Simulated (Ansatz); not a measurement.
# H2NOSi: the cost of one run

Program: Ansatz 0.2.0. Level of theory: RKS PBE0-D4/def2-TZVP. These are calculated values, not measurements.

### 1 The starting structure

SMILES `N[Si+]=O`, 5 atoms, charge 1, spin multiplicity 1.

Atoms are counted from 1 here; the program's logs count them from 0.

Bond lengths: N1–Si2 1.650 Å, N1–H4 1.032 Å, N1–H5 1.032 Å, Si2–O3 1.525 Å. Angles: Si2–N1–H4 122.8°, Si2–N1–H5 122.8°, H4–N1–H5 114.4°, N1–Si2–O3 179.8°.

Coordinates:

```xyz
5
H2NOSi
N    -0.47041    0.47117   -0.32576
Si    0.57678   -0.57706    0.39917
O     1.54083   -1.54978    1.06973
H    -1.04113    1.14783    0.20528
H    -0.60609    0.50784   -1.34843
```

This geometry comes from a loose relaxation at PBE in a small basis, which is not shown.

### 4 Plan of the scan

First coordinate, normal mode 3 (462 cm⁻¹): 15 values from −0.695 amu½·Å. Second coordinate, normal mode 5 (913 cm⁻¹): 15 values from −0.625 amu½·Å.

Nothing else is relaxed (straight displacements along the two mass-weighted modes). Energies count from the relaxed molecule at the same level. Points are written as (first, second).

Displacement patterns for an amplitude of 1 (Å):

```tsv
atom	x1	y1	z1	x2	y2	z2
N1	-0.075	-0.069	0.008	-0.127	0.128	-0.088
Si2	-0.006	-0.005	0.001	0.022	-0.022	0.015
O3	0.016	0.015	-0.002	0.089	-0.090	0.062
H4	0.474	0.438	-0.048	-0.131	0.132	-0.088
H5	0.474	0.438	-0.048	-0.130	0.130	-0.093
```

(The set-up runs are not shown.)

### 5 Grid point (0.695 amu½·Å, −0.447 amu½·Å)

The input, input.yaml:

```yaml
crystal:
  periodic: [false, false, false]
  atoms:
    - { symbol: "N", position_ang: [-0.454822, 0.356666, -0.274251] }
    - { symbol: Si, position_ang: [0.554237, -0.564555, 0.38771] }
    - { symbol: O, position_ang: [1.483049, -1.469069, 1.020322] }
    - { symbol: H, position_ang: [-0.635969, 1.374424, 0.207412] }
    - { symbol: H, position_ang: [-0.20902, 0.746324, -1.317514] }
total_charge: 1
basis:
  gaussian: { orbitals: def2-TZVP }
hamiltonian:
  xc: pbe0
  dispersion: d4
output:
  forces: true
```

Run with:

```
> ansatz run input.yaml --threads 1 --pin off --max-ram 2560MiB --backend cpu --events-out ev --progress --plain --runs-dir out
```

What time and memory should one allow on 1 thread of Arm Neoverse V2, shared host?

About 2 s, with a peak of 0.15 GiB.
